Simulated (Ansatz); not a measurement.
# CH5ClSi: the cost of one run

Computed with Ansatz 0.2.0, Gaussian basis. Level: PBE0-D4/def2-SVP.

16 further runs of the same task are left out: 16 set aside as unsound or not needed.

### Step 1. Where the work starts

The first end: 8 atoms, charge 0, spin multiplicity 1.

Atoms are counted from 1 here; the program's logs count them from 0.

Bond lengths: Si1–C2 1.857 Å, Si1–H3 1.483 Å, Si1–H4 1.483 Å, Si1–Cl5 2.062 Å, C2–H6 1.092 Å, C2–H7 1.094 Å, C2–H8 1.092 Å. Angles: C2–Si1–H3 111.6°, C2–Si1–H4 111.5°, C2–Si1–Cl5 109.6°, H3–Si1–H4 109.5°, H3–Si1–Cl5 107.2°, H4–Si1–Cl5 107.2°, Si1–C2–H6 110.8°, Si1–C2–H7 110.0°, Si1–C2–H8 110.7°, H6–C2–H7 108.4°, H6–C2–H8 108.5°, H7–C2–H8 108.4°.

Geometry (Å):

| atom | x (Å) | y (Å) | z (Å) |
| --- | --- | --- | --- |
| Si1 | -0.4752 | 0.7031 | -0.0812 |
| C2 | 0.4516 | -0.9042 | -0.0048 |
| H3 | -0.5372 | 1.2311 | -1.4659 |
| H4 | -1.8502 | 0.5651 | 0.4579 |
| Cl5 | 0.4917 | 2.1159 | 1.0682 |
| H6 | 1.4680 | -0.7833 | -0.3850 |
| H7 | -0.0568 | -1.6585 | -0.6118 |
| H8 | 0.5080 | -1.2693 | 1.0227 |

The second end:

```xyz
8
CH5ClSi
Si   -1.0490    1.7259    0.0220
C     0.5411   -0.9270   -0.4785
H     0.1521   -0.0906   -1.0763
H    -1.8234    0.6445    0.7723
Cl    0.1590    2.2464    1.6401
H     1.5608   -1.1170   -0.8114
H    -0.0862   -1.7999   -0.6512
H     0.5457   -0.6823    0.5830
```

### Step 2. The band at PBE0-D4/def2-SVP

The input, neb/in.yaml:

```yaml
crystal:
  periodic: [false, false, false]
  atoms:
    - {symbol: Si, position_ang: [-0.475172, 0.703127, -0.081177]}
    - {symbol: C, position_ang: [0.451628, -0.904172, -0.004753]}
    - {symbol: H, position_ang: [-0.537167, 1.231059, -1.465932]}
    - {symbol: H, position_ang: [-1.850151, 0.565109, 0.457877]}
    - {symbol: Cl, position_ang: [0.491714, 2.115927, 1.068221]}
    - {symbol: H, position_ang: [1.467963, -0.783293, -0.385031]}
    - {symbol: H, position_ang: [-0.056840, -1.658482, -0.611830]}
    - {symbol: H, position_ang: [0.508026, -1.269276, 1.022725]}
basis:
  gaussian: {orbitals: def2-SVP}
hamiltonian: {xc: pbe0, dispersion: d4}
neb:
  images: 5
  climbing: true
  max_iterations: 40
  initial_path: idpp
  final_atoms:
    - {symbol: Si, position_ang: [-1.048978, 1.725864, 0.022042]}
    - {symbol: C, position_ang: [0.541062, -0.926955, -0.478474]}
    - {symbol: H, position_ang: [0.152100, -0.090552, -1.076281]}
    - {symbol: H, position_ang: [-1.823394, 0.644492, 0.772341]}
    - {symbol: Cl, position_ang: [0.158962, 2.246436, 1.640129]}
    - {symbol: H, position_ang: [1.560768, -1.117005, -0.811404]}
    - {symbol: H, position_ang: [-0.086185, -1.799934, -0.651209]}
    - {symbol: H, position_ang: [0.545666, -0.682348, 0.582956]}
```

Started as:

```bash
ansatz run in.yaml --threads 2 --pin off --events-out ev --progress --plain --max-ram 4352MiB
```

**Question.** How long does this run take on 2 threads of Arm Neoverse V1, shared host?

About 91 s.
